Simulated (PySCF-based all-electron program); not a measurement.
# Forces on LiO₂, doublet in several shapes

Calculated with an in-house all-electron program built on PySCF, in large uncontracted Gaussian sets near the basis limit; the spin-free Dirac equation, no spin–orbit coupling, spin-unrestricted, lowest state found (another of this spin can lie close). Forces are good to about 0.002 eV/Å. Atoms are numbered as listed.

Shape A:

| atom | x (Å) | y (Å) | z (Å) |
| --- | --- | --- | --- |
| O | 0.0000 | 0.0000 | 0.0000 |
| O | 0.0000 | 0.0000 | 1.3300 |
| Li | 1.6400 | 0.0000 | 0.6659 |

PBE forces:

| atom | Fx | Fy | Fz (eV/Å) |
| --- | --- | --- | --- |
| O1 | 0.074 | 0.000 | -0.990 |
| O2 | 0.068 | 0.000 | 0.993 |
| Li3 | -0.142 | 0.000 | -0.003 |

Shape B:

```xyz
3

O    -0.0389    0.0155   -0.0414
O    -0.0305   -0.0441    1.4330
Li    1.7226    0.0030    0.6732
```

Against shape A, O1–O2 goes from 1.330 to 1.476 Å, O1–Li3 goes from 1.770 to 1.901 Å, O2–Li3 goes from 1.769 to 1.911 Å.

Question: What forces does PBE give in shape B?

Answer: 

| atom | Fx | Fy | Fz (eV/Å) |
| --- | --- | --- | --- |
| O1 | 0.633 | -0.124 | 3.210 |
| O2 | 0.634 | 0.137 | -3.242 |
| Li3 | -1.267 | -0.013 | 0.032 |

Shape C:

```xyz
3

O     0.0000    0.0000    0.0000
O     0.0000    0.0000    1.1970
Li    1.6400    0.0000    0.6659
```

Against shape A, O1–O2 goes from 1.330 to 1.197 Å, O2–Li3 goes from 1.769 to 1.724 Å.

Question: What forces does PBE give in shape C?

Answer: 

```csv
atom,Fx,Fy,Fz (eV/Å)
O1,0.196,0.000,-9.498
O2,-0.307,0.000,9.676
Li3,0.110,0.000,-0.179
```
